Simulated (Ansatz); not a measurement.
Reaction (SMILES): [CH]=CC#N → [CH-]=CC#N (an electron is taken up)
B3LYP-D3(BJ)/def2-TZVP geometries, fixed; electronic energies without zero-point terms; positive where energy is released.

Effect of a fitting basis named in the input at MP2/def2-TZVPP with Ansatz (a program for electronic structure), against the last row, where the adiabatic electron affinity is 2.25 eV. Cores are frozen. An unrestricted Hartree-Fock determinant is markedly spin-contaminated. Open shells are unrestricted. The default fits or decomposes integrals by the program's own choice; accuracy: high also tightens integrals, grids and stops.

| setting | largest shift of a total energy (mEh) | shift of the adiabatic electron affinity (eV) |
|---|---|---|
| fitting: def2-universal-jkfit and def2-SVP-RIFIT | -2.964 | -0.010 |
| fitting: def2-universal-jkfit and cc-pVDZ-RIFIT | -1.782 | -0.009 |
| fitting: def2-universal-jkfit and cc-pVTZ-RIFIT | 0.244 | -0.001 |
| fitting: def2-universal-jkfit and aug-cc-pVTZ-RIFIT | 0.178 | -0.001 |
| fitting: def2-universal-jkfit and cc-pVQZ-RIFIT | 0.185 | -0.001 |
| fitting: def2-universal-jkfit and aug-cc-pVQZ-RIFIT | 0.165 | 0.000 |
| accuracy: high | -0.002 | 0.000 |
| accuracy: medium (default) | 0.000 | 0.000 |

Within 0.01 eV in the adiabatic electron affinity: fitting: def2-universal-jkfit and cc-pVDZ-RIFIT; fitting: def2-universal-jkfit and cc-pVTZ-RIFIT; fitting: def2-universal-jkfit and aug-cc-pVTZ-RIFIT; fitting: def2-universal-jkfit and cc-pVQZ-RIFIT; fitting: def2-universal-jkfit and aug-cc-pVQZ-RIFIT; accuracy: high. The largest shift is 2.964 mEh in a total energy and 0.010 eV in the difference.
